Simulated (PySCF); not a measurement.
**Where the electron goes**

Compound: 1-pyrroline, C4H7N.
Numbering: `[CH:1]1=[N:2][CH2:3][CH2:4][CH2:5]1` (hydrogens: H6 on C1; H7, H8 on C3; H9, H10 on C4; H11, H12 on C5)

Structure used (GFN2-xTB), in Å, numbered top down from 1:
```
atom  x, y, z in Å
C1    -0.4893    1.2983   -0.1681
N2     0.7515    1.2942   -0.3647
C3     1.2781   -0.0382   -0.2036
C4     0.0920   -0.9656    0.1707
C5    -1.1199   -0.0217    0.1799
H6    -1.0620    2.2090   -0.2480
H7     1.7600   -0.3282   -1.1403
H8     2.0507   -0.0101    0.5684
H9     0.2510   -1.4211    1.1464
H10   -0.0249   -1.7624   -0.5617
H11   -1.6090    0.0352    1.1538
H12   -1.8769   -0.2902   -0.5589
```

Method used: PySCF 2.14.0, density-fitted response routines, TDDFT CAM-B3LYP/def2-SVPD, vertical, gas phase, core orbitals frozen in the response.

Kohn–Sham orbitals with the atoms that hold most of them (Löwdin shares over 4%, at most four atoms; ? is withheld):

```tsv
orbital	ε (eV)	atoms
LUMO+2	2.11	C1 11%, C4 10%, H11 10%, H6 10%
LUMO+1	1.37	C5 16%, C1 15%, C4 14%, C3 11%
LUMO	1.35	C1 34%, N2 34%, C5 8%, H6 8%
HOMO	?	?
HOMO-1	-9.37	N2 30%, C1 21%, C3 13%, C5 8%
HOMO-2	-11.36	C3 29%, C4 21%, C5 16%, C1 9%
HOMO-3	-11.73	C4 33%, C5 28%, C1 13%, H10 6%
```

(1) Give the leading atoms of the HOMO.

(2) What is the HOMO energy, and the HOMO–LUMO gap?

## Answers

(1) N2 (bonded to 2 C) 61%; C1 (bonded to C, N and H) 11%; C3 (bonded to C, N and 2 H) 10%; C5 (bonded to 2 C and 2 H) 7%. By element: nitrogen 61%, carbon 27% or more.

(2) ε(HOMO) = -8.78 eV; the gap is 10.14 eV (0.3725 hartree).

Task: The HOMO–LUMO gap is 10.14 eV. Where does the response calculation put the lowest singlet, and from which orbitals?

Result: S1 is at 5.51 eV (f = 0.0026), 4.62 eV below the gap, made of HOMO→LUMO (95%). Without the coupling terms of the response equations the lowest excitation would equal the gap.

Next come S2 at 7.18 eV (f 0.020), HOMO→LUMO+1 (88%); S3 at 7.58 eV (f 0.185), HOMO-1→LUMO (91%); S4 at 7.66 eV (f 0.0014), HOMO-1→LUMO+1 (93%); S5 at 8.21 eV (f 0.0059), HOMO→LUMO+2 (88%), HOMO→LUMO+5 (9%).
